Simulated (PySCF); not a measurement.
## N₂⁺: from constants to spectrum

UHF-CCSD(T) constants of N₂⁺, ²Σg⁺ (doublet), unpaired electrons σ ↑ (basis N pcseg-2; no relativity; PySCF 2.14; masses 14.0031 and 14.0031 u):

- ωe: 2191.5 cm⁻¹
- ωexe: 15.3 cm⁻¹
- Be: 1.9129 cm⁻¹
- αe: 0.0181 cm⁻¹
- D (centrifugal): 5.83e-06 cm⁻¹
- De to N⁺ + N: 8.43 eV

Problem. Give the vibrational terms G(v) and spacings up to v = 6.

Solution. G(v) = ωe(v+½) − ωexe(v+½)².

```tsv
v	G(v) (cm⁻¹)	G(v) − G(v−1)	Bv (cm⁻¹)
0	1092		1.904
1	3253	2161	1.886
2	5383	2130	1.868
3	7483	2100	1.850
4	9552	2069	1.831
5	11590	2038	1.813
6	13598	2008	1.795
```

Problem. How well does the Morse estimate ωe²/(4ωexe) reproduce De, and what is D0?

Solution. It gives 9.73 eV, 115 % of the computed De. D0 = De − G(0) = 8.43 − 0.14 = 8.29 eV.

Correlated steps freeze 2 core orbitals. The state was picked by a PBE0 search and need not be the measured ground state.
